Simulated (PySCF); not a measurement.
Li: electron affinity

Li⁻ [He] 2s2 (1S) → Li [He] 2s1 (2S), as a difference of total energies. Computed with PySCF 2.14 in aug-cc-pCVTZ-DK (7s6p4d2f, 59 functions), with scalar relativity by spin-free X2C-1e. Correlated levels: valence: 1s2 frozen. The calculations carry no spin-orbit coupling.

```tsv
method	electron affinity (eV)	error (eV)
UHF	-0.124	-0.742
MP2 (valence)	0.351	-0.267
SCS-MP2 (valence)	0.446	-0.172
CCSD (valence)	0.615	-0.003
```

Reference: 0.618 eV (measured; photodetachment measurements, as compiled on the Wikipedia data page of electron affinities).

Errors of the correlated levels include the incompleteness of this basis and the frozen core.

A negative affinity means that the anion lies above the atom at that level of theory.

With two correlated electrons CCSD is exact in that space.

The coupled-cluster amplitudes are large for Li⁻ (T1 above 0.03 or a double amplitude above 0.15), so a single reference is strained.
